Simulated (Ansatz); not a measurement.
**C3H6FNS: ranking of conformers**

Wanted for C3H6FNS: a ranking of conformers.

Program: Ansatz 0.2.0 through its Python package. Level of theory: PBE0/def2-SVP. These are calculated values, not measurements.

## Step 1: The structure

The script builds its own geometries from the SMILES NC(=S)CCF.

The script holds or builds the structure itself.

## Step 2: Script

c3h6fns.py

```python
"""Rank force-field conformers of C3H6FNS by single points."""

import ansatz as az
from rdkit import Chem
from rdkit.Chem import AllChem

rd = Chem.AddHs(Chem.MolFromSmiles("NC(=S)CCF"))
ids = list(AllChem.EmbedMultipleConfs(rd, numConfs=20, randomSeed=935, pruneRmsThresh=0.4))
field = [energy for _, energy in AllChem.MMFFOptimizeMoleculeConfs(rd)]
distinct = {round(e, 2): i for i, e in zip(ids, field)}
chosen = sorted(distinct.items())[:4]
found = []
for force_field, index in chosen:
    c3h6fns = az.Crystal.molecule()
    for atom, xyz in zip(rd.GetAtoms(), rd.GetConformer(index).GetPositions()):
        c3h6fns = c3h6fns.atom(atom.GetSymbol(), xyz.round(5).tolist())
    calc = (
        c3h6fns.calculation()
        .basis(gaussian="def2-SVP")
        .functional("pbe0")
        .scf(lower_state_search="standard")
    )
    found.append(calc.run(threads=1, pin="off").report["free_energy_ev"])
print("conformer   MMFF (kcal/mol)   this level (eV)")
for (force_field, index), e in zip(chosen, found):
    print(f"{index:9d} {force_field - chosen[0][0]:17.2f} {(e - min(found)):17.3f}")
```

## Step 3: The calls as engine input

The engine receives this input (first run):

```yaml
crystal:
  periodic: [false, false, false]
  atoms:
    - { symbol: "N", position_ang: [1.62502, -0.12761, 0.38166] }
    - { symbol: C, position_ang: [0.73903, 0.81605, -0.04268] }
    - { symbol: S, position_ang: [0.95464, 2.41721, 0.35975] }
    - { symbol: C, position_ang: [-0.40835, 0.32812, -0.8952] }
    - { symbol: C, position_ang: [-1.30288, -0.60675, -0.10416] }
    - { symbol: F, position_ang: [-0.64277, -1.78232, 0.1003] }
    - { symbol: H, position_ang: [1.42708, -1.1202, 0.28551] }
    - { symbol: H, position_ang: [2.38131, 0.14104, 1.00059] }
    - { symbol: H, position_ang: [-0.99591, 1.17315, -1.27019] }
    - { symbol: H, position_ang: [0.01153, -0.20493, -1.75633] }
    - { symbol: H, position_ang: [-1.57382, -0.19705, 0.87335] }
    - { symbol: H, position_ang: [-2.21488, -0.83671, -0.66201] }
basis:
  gaussian:
    orbitals: def2-SVP
hamiltonian:
  xc: pbe0
scf:
  lower_state_search: standard
```

## Step 4: Launch

On the command line:

```sh
python c3h6fns.py
```

Without the output at hand: what should come out? Wanted: lowest; next above it by.

**Answer**, as computed:

| quantity | value |
| --- | --- |
| runs compared | 3 |
| lowest | run 1 |
| next above it by | 0.124 eV |

**Reading.** The structures are force-field minima, not relaxed at this level. Of those tried, run 1 is lowest; run 2 lies 0.124 eV above it. The conformers keep their force-field geometries.
